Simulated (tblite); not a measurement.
Species: C5H9O (charge -1).
Geometry (GFN2-xTB, Å), atoms numbered from 1 in this order:
```
atom  x, y, z in Å
O1     1.8185   -0.4376    1.3837
C2     1.8234    0.0044    0.1652
C3     0.4066    0.1921   -0.4972
C4    -0.5240   -1.0242   -0.3693
C5    -1.6428   -0.1040    0.1290
C6    -0.5950    0.9913    0.3514
H7     2.3910   -0.6637   -0.5920
H8     2.3275    1.0382    0.0250
H9     0.5008    0.5632   -1.5248
H10   -0.7264   -1.6121   -1.2679
H11   -0.1391   -1.6664    0.4229
H12   -2.3546    0.1543   -0.6606
H13   -2.2012   -0.4385    1.0070
H14   -0.2344    1.0090    1.3797
H15   -0.8547    2.0018    0.0257
```

Computed geometry: GFN2-xTB, gas phase.

Take the most abundant isotopes and a rigid rotor. The values belong to one conformer with, in the numbering `[O-:1][CH2:2][CH:3]1[CH2:4][CH2:5][CH2:6]1`, O1–C2–C3–C4 -50°, C2–C3–C4–C5 131°, C3–C4–C5–C6 -14°, C4–C5–C6–C3 14°, C2–C3–C6–C5 -131°.

**Question.** What are A, B and C (GHz)?

**Answer.** Ia = 72.47, Ib = 193.27, Ic = 202.16 u·Å²; 505379 MHz·u·Å²/I gives 6974, 2615 and 2500 MHz, that is A = 6.9736, B = 2.6149, C = 2.4999 GHz.

**Question.** Classify the top.

**Answer.** A near-prolate asymmetric top: κ = (2 × 2615 − 6974 − 2500)/(6974 − 2500) = -0.95.

**Question.** Is it planar, by Δ = Ic − Ia − Ib?

**Answer.** Not planar: Δ = Ic − Ia − Ib = -63.58 u·Å². For a rigid frame Δ = −2 Σ m c², so Σ m c² = 31.79 u·Å² lies off the ab plane: 10.10 from hydrogen and 21.69 from heavier atoms. The atom farthest from that plane is 1.85 Å away.

**Question.** Give the other two planar moments, Paa and Pbb, and the rms extents of the mass along the axes.

**Answer.** Paa = Σ m a² = (Ib + Ic − Ia)/2 = 161.48 and Pbb = Σ m b² = (Ia + Ic − Ib)/2 = 40.68 u·Å². With the mass M = 85.07 u, the rms extents √(P/M) along a, b and c are 1.38, 0.69, 0.61 Å.

**Question.** List the rotational levels J(Ka,Kc) to J = 4 (K).

**Answer.** Above 0(0,0), as E/k:
J = 1: 1(0,1) 0.245, 1(1,1) 0.455, 1(1,0) 0.460
J = 2: 2(0,2) 0.736, 2(1,2) 0.940, 2(1,1) 0.957, 2(2,1) 1.584, 2(2,0) 1.584
J = 3: 3(0,3) 1.472, 3(1,3) 1.668, 3(1,2) 1.701, 3(2,2) 2.321, 3(2,1) 2.321, 3(3,1) 3.380, 3(3,0) 3.380
J = 4: 4(0,4) 2.453, 4(1,4) 2.639, 4(1,3) 2.694, 4(2,3) 3.302, 4(2,2) 3.304, 4(3,2) 4.362, 4(3,1) 4.362, 4(4,1) 5.846, 4(4,0) 5.846
The levels of one J sum to (2J + 1)J(J + 1)(A + B + C)/3.

Its GFN2-xTB frequencies are all real (lowest 72 cm⁻¹). Zero-point vibration and centrifugal distortion are left out.

Hardware: an Arm Neoverse N1 with one thread (shared host). This is the geometry optimisation.
